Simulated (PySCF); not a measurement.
# A diatomic session: SiCl, part 2 of 2

PySCF 2.14.0; Si 3-21G, Cl 3-21G; no relativity. Earlier steps stand in the parts before.

## (8) r²SCAN0 (hybrid meta-GGA)

Output of the SCF at 2.222 Å:

```text
******** <class 'pyscf.dft.uks_symm.SymAdaptedUKS'> ********
method = SymAdaptedUKS
initial guess = minao
damping factor = 0
level_shift factor = 0
DIIS = <class 'pyscf.scf.diis.CDIIS'>
diis_start_cycle = 1
diis_space = 10
diis_damp = 0
SCF conv_tol = 1e-09
SCF conv_tol_grad = None
SCF max_cycles = 60
direct_scf = False
max_memory 909 MB (current use 243 MB)
number electrons alpha = 16  beta = 15
XC library pyscf.dft.libxc version 7.0.0
    S. Lehtola, C. Steigemann, M. J.T. Oliveira, and M. A.L. Marques.,  SoftwareX 7, 1–5 (2018)
XC functionals = HYB_MGGA_XC_R2SCAN0
    M. Bursch, H. Neugebauer, S. Ehlert, and S. Grimme.,  J. Chem. Phys. 156, 134105 (2022)
small_rho_cutoff = 0
Set gradient conv threshold to 3.16228e-05
init E= -745.819386176235
cycle= 1 E= -745.819755112311  delta_E= -0.000369  |g|= 0.00318  |ddm|= 0.0394
cycle= 2 E= -745.819759311539  delta_E= -4.2e-06  |g|= 0.00321  |ddm|= 0.0117
cycle= 3 E= -745.819767906632  delta_E= -8.6e-06  |g|= 0.000849  |ddm|= 0.00562
cycle= 4 E= -745.819768433709  delta_E= -5.27e-07  |g|= 0.000148  |ddm|= 0.00134
cycle= 5 E= -745.819768495984  delta_E= -6.23e-08  |g|= 4.93e-05  |ddm|= 0.00068
cycle= 6 E= -745.819768506039  delta_E= -1.01e-08  |g|= 1.12e-05  |ddm|= 0.000355
cycle= 7 E= -745.819768506493  delta_E= -4.54e-10  |g|= 1.55e-06  |ddm|= 8.03e-05
Extra cycle  E= -745.819768506496  delta_E= -2.96e-12  |g|= 1.08e-06  |ddm|= 5.05e-06
converged SCF energy = -745.819768506496  <S^2> = 0.75177589  2S+1 = 2.0017751
```

Re = 2.214 Å, ωe = 455 cm⁻¹, ωexe = 1.59 cm⁻¹, αe = 0.00127 cm⁻¹, Be = 0.2213 cm⁻¹, De = 3.56 eV, μ = -2.48 D. 4.3 s of CPU time for 12 points, integrals apart.

## (9) M06

Log of the SCF at 2.222 Å:

```text
******** <class 'pyscf.dft.uks_symm.SymAdaptedUKS'> ********
method = SymAdaptedUKS
initial guess = minao
damping factor = 0
level_shift factor = 0
DIIS = <class 'pyscf.scf.diis.CDIIS'>
diis_start_cycle = 1
diis_space = 10
diis_damp = 0
SCF conv_tol = 1e-09
SCF conv_tol_grad = None
SCF max_cycles = 60
direct_scf = False
max_memory 909 MB (current use 243 MB)
number electrons alpha = 16  beta = 15
XC library pyscf.dft.libxc version 7.0.0
    S. Lehtola, C. Steigemann, M. J.T. Oliveira, and M. A.L. Marques.,  SoftwareX 7, 1–5 (2018)
XC functionals = M06
    Y. Zhao and D. G. Truhlar.,  Theor. Chem. Acc. 120, 215 (2008)
    Y. Zhao and D. G. Truhlar.,  Theor. Chem. Acc. 120, 215 (2008)
small_rho_cutoff = 0
Set gradient conv threshold to 3.16228e-05
init E= -745.89822016976
cycle= 1 E= -745.898890377966  delta_E= -0.00067  |g|= 0.00916  |ddm|= 0.0952
cycle= 2 E= -745.898858037931  delta_E= 3.23e-05  |g|= 0.012  |ddm|= 0.0281
cycle= 3 E= -745.89895096271  delta_E= -9.29e-05  |g|= 0.00124  |ddm|= 0.0163
cycle= 4 E= -745.89895244787  delta_E= -1.49e-06  |g|= 0.000299  |ddm|= 0.00296
cycle= 5 E= -745.898952560452  delta_E= -1.13e-07  |g|= 3.7e-05  |ddm|= 0.000906
cycle= 6 E= -745.898952563574  delta_E= -3.12e-09  |g|= 7.54e-06  |ddm|= 0.00017
cycle= 7 E= -745.898952563711  delta_E= -1.37e-10  |g|= 1.32e-06  |ddm|= 3.82e-05
Extra cycle  E= -745.898952563712  delta_E= -7.96e-13  |g|= 1.74e-06  |ddm|= 5.55e-06
converged SCF energy = -745.898952563712  <S^2> = 0.7516769  2S+1 = 2.0016762
```

Re = 2.216 Å, ωe = 452 cm⁻¹, ωexe = 1.79 cm⁻¹, αe = 0.00135 cm⁻¹, Be = 0.2208 cm⁻¹, De = 3.92 eV, μ = -2.47 D.

## (10) LDA (local density)

The SCF at the reference distance, 2.222 Å, printed:

```text
******** <class 'pyscf.dft.uks_symm.SymAdaptedUKS'> ********
method = SymAdaptedUKS
initial guess = minao
damping factor = 0
level_shift factor = 0
DIIS = <class 'pyscf.scf.diis.CDIIS'>
diis_start_cycle = 1
diis_space = 10
diis_damp = 0
SCF conv_tol = 1e-09
SCF conv_tol_grad = None
SCF max_cycles = 60
direct_scf = False
max_memory 909 MB (current use 244 MB)
number electrons alpha = 16  beta = 15
XC library pyscf.dft.libxc version 7.0.0
    S. Lehtola, C. Steigemann, M. J.T. Oliveira, and M. A.L. Marques.,  SoftwareX 7, 1–5 (2018)
XC functionals = LDA,VWN
    P. A. M. Dirac.,  Math. Proc. Cambridge Philos. Soc. 26, 376 (1930)
    F. Bloch.,  Z. Phys. 57, 545 (1929)
    S. H. Vosko, L. Wilk, and M. Nusair.,  Can. J. Phys. 58, 1200 (1980)
small_rho_cutoff = 0
Set gradient conv threshold to 3.16228e-05
init E= -743.27331162243
cycle= 1 E= -743.27385446761  delta_E= -0.000543  |g|= 0.0549  |ddm|= 0.146
cycle= 2 E= -743.263442434968  delta_E= 0.0104  |g|= 0.126  |ddm|= 0.242
cycle= 3 E= -743.276340821655  delta_E= -0.0129  |g|= 0.00339  |ddm|= 0.173
cycle= 4 E= -743.276355321635  delta_E= -1.45e-05  |g|= 0.00151  |ddm|= 0.0102
cycle= 5 E= -743.276357401776  delta_E= -2.08e-06  |g|= 0.000297  |ddm|= 0.00235
cycle= 6 E= -743.276357471306  delta_E= -6.95e-08  |g|= 3.39e-05  |ddm|= 0.000335
cycle= 7 E= -743.276357472462  delta_E= -1.16e-09  |g|= 4.57e-06  |ddm|= 7.66e-05
cycle= 8 E= -743.27635747249  delta_E= -2.83e-11  |g|= 1.85e-07  |ddm|= 1.3e-05
Extra cycle  E= -743.276357472491  delta_E= -6.82e-13  |g|= 2.85e-07  |ddm|= 1.01e-06
converged SCF energy = -743.276357472491  <S^2> = 0.7513811  2S+1 = 2.0013806
```

Re = 2.205 Å, ωe = 458 cm⁻¹, ωexe = 1.63 cm⁻¹, αe = 0.00129 cm⁻¹, Be = 0.2231 cm⁻¹, De = 4.49 eV, μ = -1.87 D.

## (11) HSE06

Output of the SCF at 2.222 Å:

```text
******** <class 'pyscf.dft.uks_symm.SymAdaptedUKS'> ********
method = SymAdaptedUKS
initial guess = minao
damping factor = 0
level_shift factor = 0
DIIS = <class 'pyscf.scf.diis.CDIIS'>
diis_start_cycle = 1
diis_space = 10
diis_damp = 0
SCF conv_tol = 1e-09
SCF conv_tol_grad = None
SCF max_cycles = 60
direct_scf = False
max_memory 909 MB (current use 240 MB)
number electrons alpha = 16  beta = 15
XC library pyscf.dft.libxc version 7.0.0
    S. Lehtola, C. Steigemann, M. J.T. Oliveira, and M. A.L. Marques.,  SoftwareX 7, 1–5 (2018)
XC functionals = HSE06
    J. Heyd, G. E. Scuseria, and M. Ernzerhof.,  J. Chem. Phys. 118, 8207 (2003)
    J. Heyd, G. E. Scuseria, and M. Ernzerhof.,  J. Chem. Phys. 124, 219906 (2006)
    A. V. Krukau, O. A. Vydrov, A. F. Izmaylov, and G. E. Scuseria.,  J. Chem. Phys. 125, 224106 (2006)
small_rho_cutoff = 0
Set gradient conv threshold to 3.16228e-05
init E= -745.674430885236
cycle= 1 E= -745.674442682993  delta_E= -1.18e-05  |g|= 0.00047  |ddm|= 0.00813
cycle= 2 E= -745.674442841604  delta_E= -1.59e-07  |g|= 0.000164  |ddm|= 0.00116
cycle= 3 E= -745.674442861029  delta_E= -1.94e-08  |g|= 3.08e-05  |ddm|= 0.000385
cycle= 4 E= -745.674442861353  delta_E= -3.24e-10  |g|= 1.49e-05  |ddm|= 5.38e-05
Extra cycle  E= -745.674442860988  delta_E= 3.65e-10  |g|= 2.66e-05  |ddm|= 5.86e-05
converged SCF energy = -745.674442860988  <S^2> = 0.75164279  2S+1 = 2.0016421
```

Re = 2.219 Å, ωe = 450 cm⁻¹, ωexe = 1.59 cm⁻¹, αe = 0.00129 cm⁻¹, Be = 0.2203 cm⁻¹, De = 3.66 eV, μ = -2.40 D. 4.4 s of CPU time for 12 points, integrals apart.

## (12) UHF (mean field)

Log of the SCF at 2.222 Å:

```text
******** <class 'pyscf.scf.uhf_symm.SymAdaptedUHF'> ********
method = SymAdaptedUHF
initial guess = minao
damping factor = 0
level_shift factor = 0
DIIS = <class 'pyscf.scf.diis.CDIIS'>
diis_start_cycle = 1
diis_space = 10
diis_damp = 0
SCF conv_tol = 1e-09
SCF conv_tol_grad = None
SCF max_cycles = 60
direct_scf = False
max_memory 909 MB (current use 242 MB)
number electrons alpha = 16  beta = 15
Overwritten attributes  get_k get_j get_occ get_jk get_hcore  of <class 'pyscf.scf.uhf_symm.SymAdaptedUHF'>
<class 'pyscf.scf.uhf_symm.SymAdaptedUHF'> does not have attributes  refdm
Set gradient conv threshold to 3.16228e-05
init E= -744.690282637629
cycle= 1 E= -744.699585600395  delta_E= -0.0093  |g|= 0.0203  |ddm|= 0.149
cycle= 2 E= -744.700036207467  delta_E= -0.000451  |g|= 0.0068  |ddm|= 0.0436
cycle= 3 E= -744.700119047399  delta_E= -8.28e-05  |g|= 0.00355  |ddm|= 0.0144
cycle= 4 E= -744.700145288346  delta_E= -2.62e-05  |g|= 0.00112  |ddm|= 0.0108
cycle= 5 E= -744.7001496243  delta_E= -4.34e-06  |g|= 0.000353  |ddm|= 0.00537
cycle= 6 E= -744.700150075169  delta_E= -4.51e-07  |g|= 0.000146  |ddm|= 0.00205
cycle= 7 E= -744.700150189302  delta_E= -1.14e-07  |g|= 4.88e-05  |ddm|= 0.00127
cycle= 8 E= -744.700150200496  delta_E= -1.12e-08  |g|= 1.32e-05  |ddm|= 0.000428
cycle= 9 E= -744.700150200991  delta_E= -4.95e-10  |g|= 3.69e-06  |ddm|= 6.37e-05
Extra cycle  E= -744.700150201016  delta_E= -2.52e-11  |g|= 2.1e-06  |ddm|= 7.59e-06
converged SCF energy = -744.700150201016  <S^2> = 0.75415361  2S+1 = 2.0041493
```

Re = 2.241 Å, ωe = 434 cm⁻¹, ωexe = 1.49 cm⁻¹, αe = 0.00129 cm⁻¹, Be = 0.2160 cm⁻¹, De = 2.16 eV, μ = -3.48 D.

## (13) Correlated methods on the Hartree–Fock reference

Reference: UHF; core orbitals frozen: 10.

Log of the coupled-cluster run at 2.222 Å:

```text
******** <class 'pyscf.cc.uccsd.UCCSD'> ********
CC2 = 0
CCSD nocc = (np.int64(6), np.int64(5)), nmo = (16, 16)
frozen orbitals [[0, 1, 2, 3, 4, 5, 6, 7, 8, 9], [0, 1, 2, 3, 4, 5, 6, 7, 8, 9]]
max_cycle = 80
direct = 0
conv_tol = 1e-07
conv_tol_normt = 1e-05
diis_space = 8
diis_start_cycle = 0
diis_start_energy_diff = 1e+09
max_memory 909 MB (current use 242 MB)
Init t2, MP2 energy = -0.0743622810081919
Init E_corr(UCCSD) = -0.0743622810137894
cycle = 1  E_corr(UCCSD) = -0.0832151864723025  dE = -0.00885290546  norm(t1,t2) = 0.0738372
cycle = 2  E_corr(UCCSD) = -0.0876371141186175  dE = -0.00442192765  norm(t1,t2) = 0.0254956
cycle = 3  E_corr(UCCSD) = -0.088921318106698  dE = -0.00128420399  norm(t1,t2) = 0.0146868
cycle = 4  E_corr(UCCSD) = -0.0899701701131586  dE = -0.00104885201  norm(t1,t2) = 0.00580923
cycle = 5  E_corr(UCCSD) = -0.0898544711621889  dE = 0.000115698951  norm(t1,t2) = 0.00190144
cycle = 6  E_corr(UCCSD) = -0.0898645508264922  dE = -1.00796643e-05  norm(t1,t2) = 0.000483278
cycle = 7  E_corr(UCCSD) = -0.0898665481231263  dE = -1.99729663e-06  norm(t1,t2) = 0.000179773
cycle = 8  E_corr(UCCSD) = -0.0898643976337089  dE = 2.15048942e-06  norm(t1,t2) = 6.50658e-05
cycle = 9  E_corr(UCCSD) = -0.0898656517516594  dE = -1.25411795e-06  norm(t1,t2) = 2.25128e-05
cycle = 10  E_corr(UCCSD) = -0.0898653808951067  dE = 2.70856553e-07  norm(t1,t2) = 7.14752e-06
cycle = 11  E_corr(UCCSD) = -0.0898654007758983  dE = -1.98807916e-08  norm(t1,t2) = 2.35727e-06
UCCSD converged
E(UCCSD) = -744.7900156017921  E_corr = -0.08986540077589832
UCCSD(T) correction = -0.00220761765523369
```

Correlation energy (eV) along the bond:

```
R (Å)     MP2  SCS-MP2    CCSD  CCSD(T)     T1
1.911  -1.964   -1.979     n/a      n/a    n/a
2.000  -1.984   -2.001  -2.388   -2.441  0.016
2.089  -2.001   -2.022  -2.413   -2.468  0.017
2.155  -2.013   -2.036  -2.429   -2.487  0.018
2.222  -2.024   -2.049  -2.445   -2.505  0.019
2.289  -2.033   -2.061  -2.460   -2.523  0.020
2.377  -2.043   -2.075  -2.478   -2.544  0.021
2.489  -2.054   -2.089  -2.499   -2.567  0.023
2.622  -2.062   -2.102  -2.521   -2.593  0.025
2.800  -2.057   -2.101     n/a      n/a    n/a
```

UHF-MP2: Re = 2.254 Å, ωe = 428 cm⁻¹, ωexe = 1.40 cm⁻¹, αe = 0.00124 cm⁻¹, Be = 0.2134 cm⁻¹, De = 2.97 eV.

UHF-SCS-MP2: Re = 2.258 Å, ωe = 425 cm⁻¹, ωexe = 1.39 cm⁻¹, αe = 0.00124 cm⁻¹, Be = 0.2128 cm⁻¹, De = 2.95 eV.

UHF-CCSD: Re = 2.262 Å, ωe = 420 cm⁻¹, ωexe = 1.45 cm⁻¹, αe = 0.00126 cm⁻¹, Be = 0.2119 cm⁻¹, De = 3.00 eV.

UHF-CCSD(T): Re = 2.266 Å, ωe = 418 cm⁻¹, ωexe = 1.43 cm⁻¹, αe = 0.00125 cm⁻¹, Be = 0.2113 cm⁻¹, De = 3.06 eV.

## (14) All curves

Energy (eV) from each level's lowest point:

```
R (Å)    UHF  UHF-MP2  UHF-SCS-MP2  UHF-CCSD  UHF-CCSD(T)    LDA    PBE  r²SCAN   PBE0  r²SCAN0    M06  HSE06
1.911  0.954    1.013        1.026       n/a          n/a  0.796  0.915   0.885  0.855    0.846  0.861  0.864
2.000  0.440    0.480        0.490     0.503        0.512  0.336  0.416   0.395  0.373    0.367  0.375  0.380
2.089  0.152    0.174        0.181     0.190        0.197  0.093  0.138   0.126  0.113    0.109  0.114  0.117
2.155  0.042    0.053        0.057     0.063        0.068  0.014  0.036   0.030  0.023    0.021  0.023  0.025
2.222  0.000    0.000        0.002     0.005        0.008  0.000  0.000   0.000  0.000    0.000  0.000  0.000
2.289  0.010    0.000        0.000     0.000        0.000  0.036  0.016   0.022  0.028    0.030  0.028  0.026
2.377  0.082    0.062        0.059     0.054        0.052  0.141  0.096   0.109  0.124    0.128  0.122  0.119
2.489  0.241    0.210        0.203     0.192        0.186  0.336  0.262   0.285  0.309    0.317  0.304  0.300
2.622  0.493    0.455        0.442     0.423        0.413  0.625  0.521   0.554  0.590    0.601  0.577  0.577
2.800  0.881    0.847        0.831       n/a          n/a  1.050  0.910   0.957  1.009    1.025  0.983  0.990
```

The whole job (state search and all levels along the bond) took 0.55 min on 1 thread of Arm Neoverse V2 (shared host), peak memory 0.34 GiB.

## (15) What came out

This closing draws on all 2 parts.

Lowest PBE0 solution found, without spin–orbit coupling: ²Π (doublet), unpaired electrons π ↑. State 2 has its PBE0 minimum 2.88 eV higher. The other levels ran on the lowest alone.

```
      level  Re (Å)  ωe (cm⁻¹)  De (eV)  μ (D)
        UHF   2.241        434     2.16  -3.48
    UHF-MP2   2.254        428     2.97    n/a
UHF-SCS-MP2   2.258        425     2.95    n/a
   UHF-CCSD   2.262        420     3.00    n/a
UHF-CCSD(T)   2.266        418     3.06    n/a
        LDA   2.205        458     4.49  -1.87
        PBE   2.232        440     3.93  -2.03
     r²SCAN   2.224        446     3.78  -2.17
       PBE0   2.216        453     3.66  -2.40
    r²SCAN0   2.214        455     3.56  -2.48
        M06   2.216        452     3.92  -2.47
      HSE06   2.219        450     3.66  -2.40
```

De is counted to Si + Cl in their ground configurations. A positive dipole means Si(−)Cl(+).

Differences from CCSD(T) in the same basis:

```
      level  Re (mÅ)  ωe (%)
        UHF      -25    +3.8
    UHF-MP2      -11    +2.4
UHF-SCS-MP2       -8    +1.6
   UHF-CCSD       -3    +0.6
        LDA      -61    +9.6
        PBE      -33    +5.2
     r²SCAN      -41    +6.7
       PBE0      -50    +8.3
    r²SCAN0      -52    +8.9
        M06      -49    +8.1
      HSE06      -47    +7.7
```

Time per point (s) on 1 thread of Arm Neoverse V2, shared host (CPU time, shared integrals of 0.011 s apart; correlated levels include their reference; CCSD comes with the CCSD(T) run); the times are rough: UHF 0.032, UHF-MP2 0.044, UHF-SCS-MP2 0.044, LDA 0.14, PBE 0.24, r²SCAN 0.35, PBE0 0.33, r²SCAN0 0.36, M06 0.35, HSE06 0.37; the reference 0.19.

The cheapest levels within 11 mÅ and 2.5 % of CCSD(T): UHF-SCS-MP2 (0.044 s). The dearest run takes 0.37 s.

Judged by CCSD(T) in the same basis: best bond length UHF-CCSD (-3 mÅ), worst LDA (-61 mÅ); best wavenumber UHF-CCSD (+0.6 %), worst LDA (+9.6 %). Hartree–Fock falls on the short and stiff side, its usual fault. CCSD(T) in a basis this small is itself some way from its limit, more so than the functionals. Among the levels with a De in the table, it runs from 2.16 eV (UHF) to 4.49 eV (LDA).

Correlated steps freeze 10 core orbitals. The basis is very small, so these numbers show the basis as much as the molecule. At some levels the lowest empty orbital lies below the highest filled one (the two can be of opposite spin).
